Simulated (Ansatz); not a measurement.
Relaxation of CH5BF (8 atoms, charge 0, multiplicity 2), to a largest force component of 0.03 eV/Å in at most 50 steps.

The calculation used UKS CAM-B3LYP-D4/def2-SVP (Ansatz 0.2.0).

```xyz
8
Properties=species:S:1:pos:R:3
B 0.000 0.350 -0.567
F 0.000 0.000 1.923
H 1.086 -0.157 -0.649
H -1.085 -0.159 -0.649
C 0.000 -0.006 3.278
H -0.561 -0.881 3.645
H 1.035 -0.059 3.652
H -0.475 0.913 3.659
```

Q: Where does it end, and by what steps?

A: It converged. The force dipped under the threshold on the way, but the program's further checks kept it going. After 22 steps the energy has fallen by 0.299 eV; H3 moved furthest, 1.05 Å.

```tsv
step	energy less start (eV)	largest force component (eV/Å)	accepted
0	0.0000	0.874	yes
1	-0.0273	0.502	yes
2	-0.0698	0.289	yes
3	-0.1299	0.580	yes
4	-0.2117	0.529	yes
5	-0.2564	0.410	yes
6	-0.2681	0.137	yes
7	-0.2642	0.212	no
8	-0.2706	0.024	yes
9	-0.2731	0.082	yes
10	-0.2713	0.444	no
11	-0.2770	0.045	yes
12	-0.2804	0.129	yes
13	-0.2819	0.321	yes
14	-0.2748	0.285	no
15	-0.2890	0.047	yes
16	-0.2934	0.040	yes
17	-0.2951	0.169	yes
18	-0.2966	0.097	yes
19	-0.2981	0.013	yes
20	-0.2985	0.011	yes
21	-0.2983	0.090	no
22	-0.2989	0.021	yes
```

```xyz
8
Properties=species:S:1:pos:R:3
B -0.114 0.344 0.246
F -0.533 -0.538 1.722
H 1.092 0.307 0.288
H -0.837 -0.201 -0.544
C 0.005 -0.060 2.934
H -0.369 -0.723 3.722
H 1.098 -0.100 2.856
H -0.342 0.972 3.068
```

Time of the run: 42 s on 2 threads of Arm Neoverse V1, on a shared host, peak memory 0.16 GiB.
